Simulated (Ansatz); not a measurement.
Ansatz (a program for electronic structure) input:

Ansatz 0.2 input:
```yaml
crystal:
  periodic: [false, false, false]
  atoms:
    - {symbol: O, position_ang: [-0.05310982, 0.04475927, -1.62689354]}
    - {symbol: C, position_ang: [0.01301331, -0.00671820, -0.39864864]}
    - {symbol: S, position_ang: [-0.01737407, 0.00595007, 1.09879365]}
    - {symbol: H, position_ang: [0.62478378, -0.41296608, -2.17365816]}
basis:
  gaussian:
    orbitals: def2-TZVP
hamiltonian:
  xc: b3lyp
  dispersion: d3bj
total_charge: 1
phonons: {temperatures: {t_min: 298.15, t_max: 298.15, t_step: 100}}
```

Q: What final total energy does it print?

A: -511.86135 Eh (B3LYP-D3(BJ)/def2-TZVP). The basis has 105 functions. The run takes roughly 27 core-seconds.

It need not be the lowest isomer of its formula.
